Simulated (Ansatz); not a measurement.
A made-up structure of BSiH4O, doublet:

O1  (-1.603, -0.090, -0.497)
B2  (-0.281, -0.399, -0.475)
Si3  (0.923, 0.529, 0.770)
H4  (-0.712, -0.513, 0.585)
H5  (0.168, -1.237, -1.212)
H6  (0.522, 1.581, 1.735)
H7  (2.371, 0.218, 0.820)
(Å)

It is relaxed with PBE-D4/def2-SVP and then PBE0-D4/def2-TZVP (Ansatz 0.2.0). Atoms count as bonded within 1.22 times the sum of their covalent radii (H–H: 0.88 Å). The end point is not checked to be a true minimum.

Problem. Does its bonding change? (Judge from chemistry; the calculation decides.)

Solution. The calculation gives: Yes. Formed: Si3–H4; broken: B2–H4.

Where it ends: The first stage lowers the energy by 2.70 eV in 37 steps. It ends as BSiH₄O ([O][BH][SiH3]):
```
atom    x (Å)    y (Å)    z (Å)
  O1  -1.3283   0.3904  -1.0731
  B2  -0.4343  -0.4316  -0.7586
 Si3   0.6205   0.3058   0.9121
  H4   0.4482  -0.6964   1.9962
  H5  -0.0715  -1.4987  -1.1863
  H6   0.1035   1.6295   1.3226
  H7   2.0499   0.3895   0.5129
```

Labels in which every atom is bracketed show which atoms are joined, not bond orders.

For scale, one of the runs: PBE0-D4/def2-TZVP relaxation, 123 basis functions, launched by `ansatz run in.yaml --threads 2 --pin off --events-out ev --progress --plain --max-ram 4352MiB`. Hardware: 2 CPU threads of an Arm Neoverse V1, shared host. Wall time about 24 s.
